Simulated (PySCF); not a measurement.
AlCl₃, SMILES [Cl][Al]([Cl])[Cl].

Geometry: PBE0-D3(BJ)/def2-SVP. The isomer is the one that the SMILES or the coordinates give; other isomers of the formula were not compared.

Method: PBE0-D3(BJ)/def2-SVP in PySCF.

Frequencies are harmonic and unscaled.

Modes within 1.5 cm⁻¹ of each other (mostly degenerate sets) share a row, with their intensities summed.

Task: Give all harmonic wavenumbers and intensities. (Estimate from the structure and the level; the computed values follow.)

Result: 
| mode | ν (cm⁻¹) | IR (km/mol) | moving atoms (share of kinetic energy) |
|---|---|---|---|
| 1–2 | 146 | 15.8 | Cl 88 %, Al 12 % |
| 3 | 203 | 40.6 | Al 80 %, Cl 20 % |
| 4 | 387 | 0.0 | Cl 100 % |
| 5–6 | 640 | 334.2 | Al 68 %, Cl 32 % |
